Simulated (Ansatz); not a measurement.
Total energies of the cluster P2S2⁻ from Ansatz at PBE0-D4/def2-TZVPD, gas phase (1 Eh = 27.2114 eV = 2625.5 kJ/mol). The reference geometry is relaxed at PBE0-D4/def2-TZVPD.

```xyz
4

P     0.152   -1.601   -0.031
P     0.008    0.446    0.802
S    -1.471   -0.463   -0.618
S     1.311    1.618   -0.153
```

```json
{"state": "charge -1 doublet", "geometry": "reference", "energy (Eh)": "-1478.72272"}
{"state": "charge 0 triplet", "geometry": "reference", "energy (Eh)": "-1478.60967"}
{"state": "charge -1 quartet", "geometry": "relaxed at PBE0-D4/def2-TZVPD", "energy (Eh)": "-1478.68496"}
```

Task: Work out the vertical ionisation energy to the triplet.

Result: E(charge 0 triplet) − E(charge -1 doublet) = -1478.60967 − (-1478.72272) = 0.11305 Eh = 3.08 eV. For comparison, −ε of the highest occupied level of the spin that leaves is 1.34 eV at this level, 1.74 eV less.

Task: Which of the charge -1 states is lowest, and how far above it are the others?

Result: The doublet. quartet: -1478.68496 − (-1478.72272) = 0.03776 Eh = 99.1 kJ/mol. The quartet differs in its bonds from the reference.

The structure comes from a short search, and lower isomers may exist.
